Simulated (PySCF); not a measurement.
**Computed χzz against gas-phase spectroscopy**

Values to reproduce (atoms as numbered below): 14N at N4: χzz = -3.2483 MHz [1].
[1] measured, gas; W. C. Bailey, Calculation of NQCC in Gaseous State Molecules (compilation of microwave values)

Species: cyanoethynyl anion, C3N (charge -1).
Numbering: `[C-:1]#[C:2][C:3]#[N:4]`

**Question.** How do the computed couplings compare?

**Answer.** PySCF, non-relativistic, all at one geometry, with Q(14N) = 0.02044 b:

```tsv
level	functions	14N N4 (MHz)	computed/reference − 1 (%)
B3LYP/pcJ-1	108	-3.384	+4.2
PBE0/pcSseg-1	68	-3.382	+4.1
```

Closest here is PBE0/pcSseg-1 (4.1 % unsigned error), furthest B3LYP/pcJ-1 (4.2 %); one molecule doesn't rank methods. Computed values are for fixed nuclei, while measured ones can include vibrational averaging. Isolated species at its GFN2-xTB geometry, gas phase. GFN2-xTB bond lengths can be off by several hundredths of an ångström, more for odd bonds, and the gradients follow them.
